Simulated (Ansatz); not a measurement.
Two shapes of doublet C₂H₄(+) in separate pieces.

Shape 1:

```xyz
6

H     0.0000    0.3710    0.0000
H     0.0000   -0.3710    0.0000
C     0.0000    0.6000    3.0000
C     0.0000   -0.6000    3.0000
H     0.0000    1.6600    3.0000
H     0.0000   -1.6600    3.0000
```

Shape 2:

```xyz
6

H     0.0000    0.3710    0.0000
H     0.0000   -0.3710    0.0000
C     0.0000    0.6000    4.0000
C     0.0000   -0.6000    4.0000
H     0.0000    1.6600    4.0000
H     0.0000   -1.6600    4.0000
```

Basis set: cc-pVDZ (spherical functions). Left uncorrelated: 2 orbitals. Correlation on ROHF uses semicanonical orbitals with singles. Charge 1, multiplicity 2.

Computed with Ansatz (development build ahead of 0.2.0); the reference of a correlated method needn't be the lowest determinant of its kind.

Task: Which shape is lower in energy, and by how much in each method?

Result:

| method | E(2) − E(1) (eV) |
| --- | --- |
| ROHF-CCSD | 0.027 |
| UHF-CCSD | 0.027 |
| ROHF-CCSD(T) | 0.030 |
| UHF-CCSD(T) | 0.030 |

Shape 1 is lower. Caution: the reference determinant was not shown to be the lowest; the charge can sit on one fragment and break the point group.
